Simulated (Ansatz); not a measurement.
Working through the energy of protonation at one site of H3NOSi, SMILES N[Si]O

Program: Ansatz's Python interface.

Notebook, run cell by cell (the value of a cell's last expression is shown):

In [1]:
```python
import ansatz as az
import numpy as np
```

In [2]:
```python
SETTINGS = {
    "basis": "6-31G*",
    "level": "mp2",
    "net_charge": 1,
    "fmax": 0.01,
}
```

In [3]:
```python
geometry_ang = [
    ("N", (-0.8213, -0.0076, -0.2625)),
    ("Si", (0.6374, -0.6158, -0.6793)),
    ("O", (1.4889, -0.1964, 0.6419)),
    ("H", (-1.4774, -0.1264, -1.0139)),
    ("H", (-0.7999, 1.0436, -0.215)),
    ("H", (1.0145, -0.1612, 1.4826)),
]
molecule = az.Crystal.molecule()
for symbol, xyz in geometry_ang:
    molecule = molecule.atom(symbol, xyz)
```

In [4]:
```python
base = (
    molecule.calculation()
    .basis(gaussian=SETTINGS["basis"])
    .correlation(SETTINGS["level"], electrons="valence")
)
symbols = [site.symbol for site in molecule.cartesian_sites]
start = np.array([site.position_ang for site in molecule.cartesian_sites], dtype=float)
r = base.relax(force_tolerance=0.01).run(threads=1, pin="off").report
end = np.array(r["positions_ang"])
```

In [5]:
```python
away = sum((end[2] - end[j]) / np.linalg.norm(end[2] - end[j]) for j in [1, 5]) + np.array([0.15, 0.1, -0.2])
proton = end[2] + 1.0 * away / np.linalg.norm(away)
acid = az.Crystal.molecule()
for symbol, place in zip(symbols, end):
    acid = acid.atom(symbol, place.tolist())
acid = acid.atom("H", proton.tolist())
protonated = acid.calculation()
protonated = protonated.basis(gaussian=SETTINGS["basis"])
protonated = protonated.correlation(SETTINGS["level"], electrons="valence").charge(SETTINGS["net_charge"])
protonated = protonated.relax(force_tolerance=SETTINGS["fmax"], max_steps=80)
after = protonated.run(threads=1, pin="off").report
xyz = np.array(after["positions_ang"])
reach = np.linalg.norm(xyz[:-1] - xyz[-1], axis=1)
print(f"base {r['free_energy_ev']:.5f} eV, protonated {after['free_energy_ev']:.5f} eV")
print(f"the proton ends {reach.min():.3f} A from {symbols[reach.argmin()]}{reach.argmin()}")
print(f"electronic proton affinity {(r['free_energy_ev'] - after['free_energy_ev']):.3f} eV")
```
```text
base -11440.48105 eV, protonated -11449.07238 eV
the proton ends 0.980 A from O2
electronic proton affinity 8.591 eV
```

Notes:
- These settings explore the input space; basis and method may be short of convergence.
- The proton is put on one chosen atom, which needn't be the most basic site, so the molecule's proton affinity can be higher; the ends are stationary points, not checked by frequencies, and zero-point and thermal terms count only where printed.
- Run time: 25 s on 1 thread of Arm Neoverse V1, with other jobs on the host, peak memory 0.2 GiB.

(Lines on the test bed's own set-up are left out of the output.)
